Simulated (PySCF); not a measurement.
# One shape, several levels: triplet NH3

Aim: a comparison of 6 runs (UB3LYP/6-31G*, U-r2SCAN/def2-TZVPPD, U-wB97M-V/def2-TZVPPD, U-wB97X/def2-TZVPPD, UB2PLYP/def2-TZVPPD, USVWN5/def2-TZVPPD) of triplet NH3. 

Program for the calculation: PySCF 2.14.0.

1 further run of the same task is left out (set aside as unsound or not needed).

### Step 1. Starting point

The species is NH3 (4 atoms), meant as a triplet with charge 0. As SMILES of the parent species, `N`. Geometry: relaxed at PBE0-D4/def2-TZVP. That shape belongs to the parent species and isn't relaxed for this state.

Bond lengths: N1–H2 1.013 Å, N1–H3 1.013 Å, N1–H4 1.013 Å. Angles: H2–N1–H3 107.1°, H2–N1–H4 107.1°, H3–N1–H4 107.1°.

### Step 2. A single-point energy at UB3LYP/6-31G(d) (spherical functions) (run 1)

The input, run.py:

```python
from pyscf import gto, dft

mol = gto.M(
    atom=[
    ('N', (-0.069910, 0.249470, 0.110930)),
    ('H', (0.490470, -0.301820, 0.749180)),
    ('H', (-0.887480, -0.301940, -0.118910)),
    ('H', (0.466920, 0.354280, -0.741200)),
],
    max_memory=1860,
    charge=0,
    verbose=3,
    spin=2,
    basis='6-31g*',
)

mf = dft.UKS(mol)
mf.xc = 'b3lyp'
mf.conv_tol = 1e-10
mf.grids.level = 5
mf.kernel()
if not mf.converged:
    mf = mf.newton().run(mf.mo_coeff, mf.mo_occ)

energy = mf.e_tot
print('Final energy', energy)
```

Run with:

```sh
OMP_NUM_THREADS=1 python run.py
```

Log:

```text
WARN: HOMO 0.0432273803589931 >= LUMO -0.329383832863349

WARN: HOMO -0.0284350959616702 >= LUMO -0.247202253661222

WARN: HOMO -0.0246366956039887 >= LUMO -0.222947875898782

WARN: HOMO -0.0261701253533699 >= LUMO -0.22761355971159

WARN: HOMO -0.0256968700282081 >= LUMO -0.226957111515034

WARN: HOMO -0.0257654297391561 >= LUMO -0.226994418515444

WARN: HOMO -0.0257415863394517 >= LUMO -0.226970671603477

WARN: HOMO -0.0257428363169536 >= LUMO -0.226972765107074

WARN: HOMO -0.0257428920068707 >= LUMO -0.226972806862169

converged SCF energy = -56.2773889077245  <S^2> = 2.0013357  2S+1 = 3.0008903
Final energy -56.27738890772453
```

It took 2.8 s on 1 thread of Arm Neoverse V1, shared host; peak memory 0.19 GiB.

### Step 3. The energy at U-r2SCAN/def2-TZVPPD (run 2)

The input, job.py:

```python
from pyscf import gto, dft

mol = gto.M(
    atom='''
N     -0.069910     0.249470     0.110930
H      0.490470    -0.301820     0.749180
H     -0.887480    -0.301940    -0.118910
H      0.466920     0.354280    -0.741200
''',
    spin=2,
    verbose=3,
    max_memory=1860,
    basis='def2-tzvppd',
)

mf = dft.UKS(mol, xc='r2scan')
mf.conv_tol = 1e-10
mf.grids.level = 5
mf.kernel()
if not mf.converged:
    mf = mf.newton().run(mf.mo_coeff, mf.mo_occ)

e_tot = mf.e_tot
print(f'total energy: {e_tot:.8f} hartree')
```

Run with:

```sh
OMP_NUM_THREADS=1 python job.py
```

Log:

```text
WARN: HOMO 0.000215023599253072 >= LUMO -0.333156918775963

WARN: HOMO -0.0898919616883802 >= LUMO -0.319545432029173

WARN: HOMO -0.0858511480639947 >= LUMO -0.281813590435711

WARN: HOMO -0.088289232203131 >= LUMO -0.28954802176213

WARN: HOMO -0.088095621108053 >= LUMO -0.288956274720405

WARN: HOMO -0.0882460033365433 >= LUMO -0.28909179225554

WARN: HOMO -0.0882204459310643 >= LUMO -0.289050304356643

WARN: HOMO -0.088225966844206 >= LUMO -0.289050818381632

WARN: HOMO -0.0882260703016442 >= LUMO -0.289050889430484

WARN: HOMO -0.088226017086015 >= LUMO -0.289050598787369

converged SCF energy = -56.3221029071456  <S^2> = 2.0037316  2S+1 = 3.0024867
total energy: -56.32210291 hartree
```

Run time: 25 s. Hardware: 1 thread of Arm Neoverse V1, shared host; peak memory 0.49 GiB.

Runs 3 to 4 aren't shown in full; the table further down has their settings and results.

### Step 4. A single-point energy at UB2PLYP/def2-TZVPPD (run 5)

The input, job.py:

```python
from pyscf import gto, dft, mp

mol = gto.M(
    atom='N -0.069910 0.249470 0.110930; H 0.490470 -0.301820 0.749180; H -0.887480 -0.301940 -0.118910; H 0.466920 0.354280 -0.741200',
    spin=2,
    basis='def2-tzvppd',
    max_memory=1860,
    verbose=4,
)

mf = dft.UKS(mol, xc='0.53*HF + 0.47*B88, 0.73*LYP')
mf.conv_tol = 1e-10
mf.grids.level = 5
mf.kernel()
if not mf.converged:
    mf = mf.newton().run(mf.mo_coeff, mf.mo_occ)

pt = mp.MP2(mf, frozen=1).run()
e_final = mf.e_tot + 0.27 * pt.e_corr
print('PT2 part  %.8f' % (0.27 * pt.e_corr))
print('E(%s) = %.9f' % ('B2PLYP', e_final))
```

Run with:

```sh
OMP_NUM_THREADS=1 python job.py
```

Log:

```text
PySCF version 2.14.0

[... 61 lines left out ...]
WARN: HOMO -0.133372473205675 >= LUMO -0.271595049271234
[... 11 lines left out ...]
WARN: HOMO -0.117617165577109 >= LUMO -0.185008747998303
[... 11 lines left out ...]
WARN: HOMO -0.117963790405582 >= LUMO -0.184973066963515
[... 11 lines left out ...]
WARN: HOMO -0.117943550312731 >= LUMO -0.184872527940122
[... 11 lines left out ...]
WARN: HOMO -0.117945027037194 >= LUMO -0.184876566885571
[... 5 lines left out ...]
WARN: HOMO -0.117945032758044 >= LUMO -0.184876538045955

Extra cycle  E= -56.2408917261452  delta_E= -2.7e-12  |g|= 4.77e-07  |ddm|= 8.17e-05
converged SCF energy = -56.2408917261452  <S^2> = 2.0033424  2S+1 = 3.0022274

******** <class 'pyscf.mp.ump2.UMP2'> ********
nocc = (np.int64(5), np.int64(3)), nmo = (87, 87)
frozen orbitals 1
E(UMP2) = -56.4741353664735  E_corr = -0.233243640328353
E(SCS-UMP2) = -56.4734857870382  E_corr = -0.232594060892973
E_corr(same-spin) = -0.0545749701935189
E_corr(oppo-spin) = -0.178668670134834
PT2 part  -0.06297578
E(B2PLYP) = -56.303867509
```

It took 12 s on 1 thread of Arm Neoverse V1, shared host; peak memory 0.43 GiB.

### Step 5. The energy at USVWN5/def2-TZVPPD (run 6)

The input, run.py:

```python
from pyscf import gto, dft

mol = gto.Mole()
mol.atom = '''
N     -0.069910     0.249470     0.110930
H      0.490470    -0.301820     0.749180
H     -0.887480    -0.301940    -0.118910
H      0.466920     0.354280    -0.741200
'''
mol.verbose = 4
mol.max_memory = 1860
mol.spin = 2
mol.basis = 'def2-tzvppd'
mol.build()

mf = dft.UKS(mol)
mf.xc = 'svwn'
mf.conv_tol = 1e-10
mf.grids.level = 5
mf.kernel()
if not mf.converged:
    mf = mf.newton().run(mf.mo_coeff, mf.mo_occ)

e_final = mf.e_tot
print('E = %.10f Eh' % e_final)
```

Run with:

```sh
OMP_NUM_THREADS=1 python run.py
```

Log:

```text
PySCF version 2.14.0

[... 61 lines left out ...]
[... the frontier-level lines of each cycle are left out ...]
[... 11 lines left out ...]
[... 11 lines left out ...]
[... 11 lines left out ...]
[... 1 line left out ...]
cycle= 8 E= -55.8673797530661  delta_E= -1.51e-10  |g|= 4.33e-07  |ddm|= 0.000341


cycle= 9 E= -55.8673797530664  delta_E= -2.84e-13  |g|= 7.25e-08  |ddm|= 1.25e-05


Extra cycle  E= -55.8673797530659  delta_E= 5.12e-13  |g|= 1.03e-07  |ddm|= 2.95e-06
converged SCF energy = -55.8673797530659  <S^2> = 2.0014256  2S+1 = 3.0009502
E = -55.8673797531 Eh
```

Wall time 7.2 s (1 thread of Arm Neoverse V1, shared host); peak memory 0.3 GiB.

### Step 6. The series

| run | level | nlc grid | frozen core orbitals | energy (Eh) | dipole moment (D) | HOMO energy (eV) | ⟨S²⟩ | wall time |
| --- | --- | --- | --- | --- | --- | --- | --- | --- |
| 1 | UB3LYP/6-31G* (spherical functions) | – | – | -56.277389 | 0.33 | -0.70 | 2.001 | 2.8 s |
| 2 | U-r2SCAN/def2-TZVPPD | – | – | -56.322103 | 0.71 | -2.40 | 2.004 | 25 s |
| 3 | U-wB97M-V/def2-TZVPPD | 1 | – | -56.312696 | 0.78 | -4.25 | 2.002 | 41 s |
| 4 | U-wB97X/def2-TZVPPD | – | – | -56.322189 | 0.73 | -4.12 | 2.003 | 15 s |
| 5 | UB2PLYP/def2-TZVPPD | – | 1 | -56.303868 | 0.64 | -3.21 | 2.003 | 12 s |
| 6 | USVWN5/def2-TZVPPD | – | – | -55.867380 | 0.54 | -2.36 | 2.001 | 7.2 s |

### Step 7. What came out

```
                                 quantity         value
                      run 6: total energy  -55.86738 Eh
                     run 6: dipole moment        0.54 D
run 6: HOMO energy (highest over α and β)      -2.36 eV
                              run 6: ⟨S²⟩         2.001
```

What this shows: The dipole moment (its size) runs from 0.33 D (UB3LYP/6-31G*) to 0.78 D (U-wB97M-V/def2-TZVPPD). The two ends differ in method and basis. Totals of different functionals can't be ranked against each other. All runs together took 1.7 min, the longest 41 s.
